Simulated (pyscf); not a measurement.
O=As–OH + H₂ → HO–AsH–OH, an addition across a multiple bond or ene-type step (singlet surface; H–H broken, H–O, As–H formed). PySCF, gas phase, ωB97X-D3(BJ)/def2-SVP geometries. Energies in kcal/mol from the separated reactants.

Small-basis levels: PySCF, no dispersion term, spherical d functions. 

**Question.** Quick HF/3-21G single points give ΔE‡ = 56.5 kcal/mol and ΔE = -36.6 kcal/mol. What does ωB97M-D3(BJ)/def2-TZVP give, and how far is the quick result from it?

**Answer.** ωB97M-D3(BJ)/def2-TZVP gives ΔE‡ = 39.8 kcal/mol and ΔE = -25.0 kcal/mol. HF/3-21G lies 16.6 kcal/mol over it in the barrier and 11.5 kcal/mol under it in the reaction energy, so on this step it does not hold to within 3.0 kcal/mol. ωB97M-D3(BJ)/def2-TZVP has limits of its own. On the product side the descent ends in a point that may be a rotor saddle (no frequency run), 1.6 kcal/mol over the lowest minimum found and 64.5 kcal/mol under the saddle at ωB97X-D3(BJ)/def2-TZVP. At the saddle there is also a short As–H contact that neither side keeps. This is the saddle that the search found; another between the same sides may lie lower. In the def2 sets elements up to Kr have no core potential.
